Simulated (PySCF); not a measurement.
PySCF input (M06-2X/def2-TZVPD):

```python
from pyscf import gto, scf, dft

mol = gto.M(
    atom='''
    C    -0.01016492   -0.27994848    1.26025238
    N     0.02752705    0.54107075    0.00175175
    C    -0.01788448   -0.27138968   -1.26203737
    H     0.84891463   -0.94534137    1.26048731
    H     0.02659022    0.38821117    2.11682979
    H    -0.93230591   -0.85474018    1.26624623
    H     0.87379519    1.11491211    0.00110891
    H     0.84116373   -0.93674781   -1.27204628
    H     0.01364080    0.40256842   -2.11426959
    H    -0.94005682   -0.84614662   -1.26628736
    H    -0.75613474    1.19781794    0.00637869
    ''',
    basis='def2-tzvpd',
    charge=1,
    spin=0,
    verbose=4,
)

mf = dft.RKS(mol, xc='m062x').density_fit(auxbasis='def2-universal-jkfit')
mf.grids.level = 4
mf.conv_tol = 1e-9
mf.max_cycle = 100
mf.max_memory = 1500
mf.kernel()
if not mf.converged:
    mf = mf.newton()
    mf.kernel(mf.make_rdm1())
mf.analyze()
```

End of the output:

```
Extra cycle  E= -135.506519581676  delta_E=    0  |g|= 9.48e-07  |ddm|= 4.21e-06
converged SCF energy = -135.506519581676
**** SCF Summaries ****
Total Energy =                        -135.506519581675946
Nuclear Repulsion Energy =              91.013129857498527
One-electron Energy =                 -354.692187619066203
Two-electron Energy =                  128.172538179891717
Two-electron Coulomb Energy =          148.602247192817629
DFT Exchange-Correlation Energy =      -20.429709012925898
HOMO-LUMO gap [eV] =                    13.484719352655210
**** MO energy ****
MO #1   energy= -15.0748819485501  occ= 2
MO #2   energy= -10.7842852798614  occ= 2
MO #3   energy= -10.7842756989452  occ= 2
MO #4   energy= -1.31944657798278  occ= 2
MO #5   energy= -1.03713782858956  occ= 2
MO #6   energy= -0.987970355805366 occ= 2
MO #7   energy= -0.875189482607347 occ= 2
MO #8   energy= -0.803254202108398 occ= 2
MO #9   energy= -0.755216564921142 occ= 2
MO #10  energy= -0.687004121421596 occ= 2
MO #11  energy= -0.679014458192314 occ= 2
MO #12  energy= -0.670695140268271 occ= 2
MO #13  energy= -0.665280761550169 occ= 2
MO #14  energy= -0.169726461495621 occ= 0
MO #15  energy= -0.118302138666378 occ= 0
MO #16  energy= -0.116812382484997 occ= 0
MO #17  energy= -0.111356767654705 occ= 0
MO #18  energy= -0.0873843294237732 occ= 0
MO #19  energy= -0.0680636736382769 occ= 0
MO #20  energy= -0.0652617803854968 occ= 0
MO #21  energy= -0.0581250781231517 occ= 0
MO #22  energy= -0.030119237551272 occ= 0
MO #23  energy= -0.0267491229284872 occ= 0
MO #24  energy= -0.0198907405236069 occ= 0
MO #25  energy= -0.0149829835180897 occ= 0
MO #26  energy= -0.000996980781416273 occ= 0
MO #27  energy= 0.0134111636144927 occ= 0
MO #28  energy= 0.0164474284348162 occ= 0
MO #29  energy= 0.0197965237078716 occ= 0
MO #30  energy= 0.039774425643992  occ= 0
MO #31  energy= 0.0581725122656389 occ= 0
MO #32  energy= 0.0621834975058358 occ= 0
MO #33  energy= 0.0850747292762087 occ= 0
MO #34  energy= 0.0903461412591526 occ= 0
MO #35  energy= 0.0940496839464957 occ= 0
MO #36  energy= 0.107932154220543  occ= 0
MO #37  energy= 0.117441682477259  occ= 0
MO #38  energy= 0.122688179719233  occ= 0
MO #39  energy= 0.124116323139068  occ= 0
MO #40  energy= 0.130344029255152  occ= 0
MO #41  energy= 0.134250156276962  occ= 0
MO #42  energy= 0.143323578178321  occ= 0
MO #43  energy= 0.158593051757816  occ= 0
MO #44  energy= 0.161444578221428  occ= 0
MO #45  energy= 0.163854753038836  occ= 0
MO #46  energy= 0.171549651237564  occ= 0
MO #47  energy= 0.186104493279619  occ= 0
MO #48  energy= 0.195383688106289  occ= 0
MO #49  energy= 0.209873418778096  occ= 0
MO #50  energy= 0.221352520930676  occ= 0
MO #51  energy= 0.237405226947306  occ= 0
MO #52  energy= 0.243253041897202  occ= 0
MO #53  energy= 0.25166369797506   occ= 0
MO #54  energy= 0.261181374149472  occ= 0
MO #55  energy= 0.266493854448809  occ= 0
MO #56  energy= 0.274179128572459  occ= 0
MO #57  energy= 0.274783957403949  occ= 0
MO #58  energy= 0.278351933256311  occ= 0
MO #59  energy= 0.300497021797571  occ= 0
MO #60  energy= 0.313393295802403  occ= 0
MO #61  energy= 0.317774569275106  occ= 0
MO #62  energy= 0.330857331419086  occ= 0
MO #63  energy= 0.334682177020104  occ= 0
MO #64  energy= 0.375214770296161  occ= 0
MO #65  energy= 0.397923044742355  occ= 0
MO #66  energy= 0.402352472134324  occ= 0
MO #67  energy= 0.434335458232809  occ= 0
MO #68  energy= 0.440149835917954  occ= 0
MO #69  energy= 0.480061818544566  occ= 0
MO #70  energy= 0.480561585254017  occ= 0
MO #71  energy= 0.501293558860312  occ= 0
MO #72  energy= 0.538770141566405  occ= 0
MO #73  energy= 0.554664549986795  occ= 0
MO #74  energy= 0.558051513911279  occ= 0
MO #75  energy= 0.559674936960339  occ= 0
MO #76  energy= 0.577974505398885  occ= 0
MO #77  energy= 0.589779181000168  occ= 0
MO #78  energy= 0.591234433522675  occ= 0
MO #79  energy= 0.593257117524274  occ= 0
MO #80  energy= 0.595440842735009  occ= 0
MO #81  energy= 0.639744676494651  occ= 0
MO #82  energy= 0.694975084854743  occ= 0
MO #83  energy= 0.733570510993382  occ= 0
MO #84  energy= 0.746049634307902  occ= 0
MO #85  energy= 0.760445648962957  occ= 0
MO #86  energy= 0.792543226101977  occ= 0
MO #87  energy= 0.80564876483683   occ= 0
MO #88  energy= 0.826310196603372  occ= 0
MO #89  energy= 0.949135704202     occ= 0
MO #90  energy= 0.992605742625986  occ= 0
MO #91  energy= 1.00100111248835   occ= 0
MO #92  energy= 1.01933999205415   occ= 0
MO #93  energy= 1.03818297940471   occ= 0
MO #94  energy= 1.0744329395239    occ= 0
MO #95  energy= 1.07479206180166   occ= 0
MO #96  energy= 1.21967031124673   occ= 0
MO #97  energy= 1.25593335234916   occ= 0
MO #98  energy= 1.28165292721978   occ= 0
MO #99  energy= 1.38982180623584   occ= 0
MO #100 energy= 1.47022260648674   occ= 0
MO #101 energy= 1.47698446174075   occ= 0
MO #102 energy= 1.5206959885203    occ= 0
MO #103 energy= 1.54950438023993   occ= 0
MO #104 energy= 1.59746716985858   occ= 0
MO #105 energy= 1.59892803213406   occ= 0
MO #106 energy= 1.62158098421942   occ= 0
MO #107 energy= 1.6613459761133    occ= 0
[...]
```

It need not be the lowest isomer of its formula.
